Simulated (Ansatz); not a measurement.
# CHOSi+ (singlet): from Hartree-Fock to the top rungs, cc-pVDZ

One table from this session's results is given with a row withheld; the runs are named, their logs left out.

The runs use Ansatz 0.2.0, Gaussian basis; cc-pVDZ, core rule «outside noble gas», up to 7 orbitals frozen.

To be run: UHF; CCSD(T) on RHF; CCSD(T) on UHF; BCCD(T) on RHF; CISD; CCSDT(Q) on RHF; CCSDT(Q) on UHF; CASSCF and MRCISD+Q, 8 electrons in 8 orbitals; CASSCF and NEVPT2, 8 electrons in 8 orbitals.

25 further runs of the same task are left out: 9 that didn't finish, 16 set aside as unsound or not needed.

## The system

The geometry is a PBE0/def2-TZVP stationary point (not a proven minimum) of the parent state, kept for this charge and spin.

4 atoms, charge 1, spin multiplicity 1.

Atoms are counted from 1 here; the program's logs count them from 0.

Bond lengths: O1–C2 1.143 Å, C2–Si3 1.838 Å, Si3–H4 1.523 Å. Angles: O1–C2–Si3 173.7°, C2–Si3–H4 83.4°.

Set-up of the first run:

File in.yaml:

```yaml
crystal:
  periodic: [false, false, false]
  atoms:
    - {symbol: O, position_ang: [0.000000, 0.008101, 1.755319]}
    - {symbol: C, position_ang: [0.000000, 0.052092, 0.612788]}
    - {symbol: Si, position_ang: [0.000000, -0.078659, -1.220644]}
    - {symbol: H, position_ang: [0.000000, 1.442456, -1.152508]}
basis:
  gaussian: {orbitals: cc-pVDZ}
total_charge: 1
magnetization: {spin_polarized: true, initial_magnetization: 0}
hamiltonian: {xc: hf}
output: {orbitals: {seedname: orbitals}}
```

On the command line:

```sh
$ ansatz run in.yaml --threads 1 --pin off --events-out ev --progress --plain --max-ram 2393MiB
```

Among the steps run: UHF; CCSD(T) on RHF; CCSD(T) on UHF; BCCD(T) on RHF; CISD; CCSDT(Q) on RHF; CCSDT(Q) on UHF; CASSCF and MRCISD+Q, 8 electrons in 8 orbitals; CASSCF and NEVPT2, 8 electrons in 8 orbitals.

One table of the session follows, with a row left open; its other results are not shown here.

```
           method  from RCCSDT(Q) (kcal/mol)
              RHF                    +260.61
              UHF                    +259.12
             RMP2                     +24.66
             UMP2                     +28.32
             CISD                     +38.92
            RCCSD                     +11.80
            UCCSD                     +12.05
         RCCSD(T)                      +1.71
         UCCSD(T)                      +1.85
          BCCD(T)                      +1.63
           RCCSDT                      +1.12
           UCCSDT                      +1.16
        RCCSDT(Q)                          0
        UCCSDT(Q)                       0.00
  CASSCF frontier                    +157.75
  MRCISD frontier                          ?
MRCISD+Q frontier                      +1.99
```

**Question.** Estimate the row for MRCISD frontier.

The run gave: from RCCSDT(Q) (kcal/mol): +16.45. In the column «from RCCSDT(Q) (kcal/mol)» it lies between UCCSD (+12.05) and RMP2 (+24.66).

Not comparable, so not listed: CASSCF and NEVPT2, 8 electrons in 8 orbitals (they don't share determinant, frozen orbitals or solution with the rows shown, or repeat one).

To keep in mind: Restricted and unrestricted rows rest on different reference determinants; where their highest levels disagree by more than a few hundredths of an eV, they describe different states and don't form one ladder. Warnings in the runs' records: passed over end.
